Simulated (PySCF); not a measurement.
C3H6O.

```xyz
10

C     -1.2835     0.0000     0.6109
C      0.0000     0.0000    -0.1856
C      1.2835     0.0000     0.6109
O      0.0000     0.0000    -1.3925
H     -1.3288     0.8843     1.2664
H     -1.3288    -0.8843     1.2664
H     -2.1427     0.0000    -0.0711
H      2.1427     0.0000    -0.0711
H      1.3288     0.8843     1.2664
H      1.3288    -0.8843     1.2664
```
Charge 0, spin multiplicity 1.

Coordinates come from a PBE0-D3(BJ)/def2-SVP optimisation.

Method: PBE/pcSseg-1 in PySCF. Non-relativistic, no solvent.

Computed absolute GIAO shielding of each atom: isotropic value and principal components (ppm):
```csv
atom,σ(iso),σ11,σ22,σ33,span
C1,148.9,128.8,130.4,187.6,58.7
C2,-23.8,-105.9,-61.0,95.5,201.5
C3,148.9,128.8,130.4,187.6,58.7
O4,-366.0,-960.5,-424.0,286.4,1246.9
H5,29.0,26.3,28.9,31.8,5.5
H6,29.0,26.3,28.9,31.8,5.5
H7,29.5,26.8,27.7,33.9,7.1
H8,29.5,26.8,27.7,33.9,7.1
H9,29.0,26.3,28.9,31.8,5.5
H10,29.0,26.3,28.9,31.8,5.5
```
